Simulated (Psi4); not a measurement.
Psi4 input (wB97X-D/6-31G*):

```
memory 1500 MB

molecule {
0 2
C    -0.96142764   -0.07408188    0.00453613
O    -0.85735742   -1.25548595   -0.00924374
O    -0.05212715    0.87060609    0.01001768
C     1.34142425    0.42227939   -0.00276589
H     1.93434146    1.33069918    0.00407556
H     1.53575754   -0.18039527    0.88215728
H     1.52579788   -0.16045005   -0.90304583
symmetry c1
no_reorient
no_com
}

set {
  basis 6-31G*
  reference uks
  scf_type pk
  dft_radial_points 99
  dft_spherical_points 590
  e_convergence 1e-8
  d_convergence 1e-7
  maxiter 150
}

e = energy('wb97x-d')
print_out(f'\nFINAL {e:.10f} DIPOLE {variable("CURRENT DIPOLE")[0]:.6f} {variable("CURRENT DIPOLE")[1]:.6f} {variable("CURRENT DIPOLE")[2]:.6f}\n')
```

From the last part of the output:

```
  HONO-1 :   15  A 1.9991426
  HONO-0 :   16  A 1.0000000
  LUNO+0 :   17  A 0.0008574
  LUNO+1 :   18  A 0.0005080
  LUNO+2 :   19  A 0.0001847
  LUNO+3 :   20  A 0.0000366

Computation Completed

Properties will be evaluated at   0.000000,   0.000000,   0.000000 [a0]

Properties computed using the SCF density matrix

 Multipole Moments:

 ------------------------------------------------------------------------------------
     Multipole            Electronic (a.u.)      Nuclear  (a.u.)        Total (a.u.)
 ------------------------------------------------------------------------------------

 L = 1.  Multiply by 2.5417464519 to convert [e a0] to [Debye]
 Dipole X            :          0.9824253           -0.0000000            0.9824253
 Dipole Y            :          0.4020130            0.0000001            0.4020131
 Dipole Z            :         -0.0009894           -0.0000001           -0.0009895
 Magnitude           :                                                    1.0614966

 ------------------------------------------------------------------------------------

FINAL -228.3206352171 DIPOLE 0.982425 0.402013 -0.000989

*** Psi4 exiting successfully. Buy a developer a beer!
```
